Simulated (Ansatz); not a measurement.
C3H4O can be A, `O=C1CC1`, or B, `C=C=CO`.

Computed with Ansatz on PBE0-D4/def2-TZVP structures; ΔE is electronic, products minus reactants. CBS: MP2 limit from def2 TZ/QZ plus the TZ coupled-cluster correction, frozen cores. Functionals use def2-TZVPP. B3LYP here is the variant with VWN-RPA as its local correlation; programs differ in this. One conformer a species, not always the lowest.

Problem. Which is lower in electronic energy at CCSD(T)/CBS, and by how much? (An estimate is asked.)

Solution. The calculation gave: A, by 3.4 kcal/mol.

Problem. Give E(B) − E(A) in kcal/mol with PBE0-D4, CCSD/def2-TZVPP, CCSD(T)/def2-TZVPP, B3LYP-D4, BLYP-D4, CCSD(T)/def2-SVP, LDA (SPW92). (Estimate.)

Solution. Computed: PBE0-D4 7.4, CCSD/def2-TZVPP 4.8, CCSD(T)/def2-TZVPP 4.4, B3LYP-D4 2.6, BLYP-D4 1.0, CCSD(T)/def2-SVP 8.6, LDA (SPW92) 6.5. None reverses the order clearly.

Problem. Does the order hold for the free energy at 298.15 K (harmonic terms from PBE0-D4)? (Estimate.)

Solution. The calculation gave: Yes: G(B) − G(A) = +2.7 kcal/mol, for one conformer each.

Largest T1 diagnostic: 0.014.

From r2SCAN to r2SCAN0 (25 % exact exchange), in def2-TZVPP and without D4, E(B) − E(A) moves by +1.2 kcal/mol. At CCSD(T), def2-SVP lies +5.2 kcal/mol from the extrapolated value and def2-TZVPP +1.1 kcal/mol.
